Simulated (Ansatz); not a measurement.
System: rutile PbO2. Method: PBEsol+SOC (Ansatz, a program for electronic structure, plane waves, PAW).

Numerical settings: plane-wave cutoff 520 eV, 12×12×16 k mesh (along the axes of the cell as run), Fermi–Dirac smearing 0.05 eV, PAW data made under PBE.

Properties against volume:

Shape and atoms are relaxed at each volume.

| V (Å³/atom) | P (GPa) | direct gap at Γ (eV) | smallest gap on the k mesh (eV) | c (Å) |
|---|---|---|---|---|
| 13.601 | 5.76 | 0.555 | 0.016 | 3.400 |
| 13.884 | 2.69 | 0.586 | 0.017 | 3.403 |
| 14.167 | 0.00 | 0.611 | 0.031 | 3.407 |
| 14.451 | -2.34 | 0.629 | 0.029 | 3.409 |
| 14.734 | -4.36 | 0.642 | 0.027 | 3.410 |

The fundamental gap (0.03 eV at the equilibrium volume, on the SCF mesh) lies elsewhere than Γ–Γ.

Note: the bulk modulus comes from volumes at which shape and atoms were relaxed.
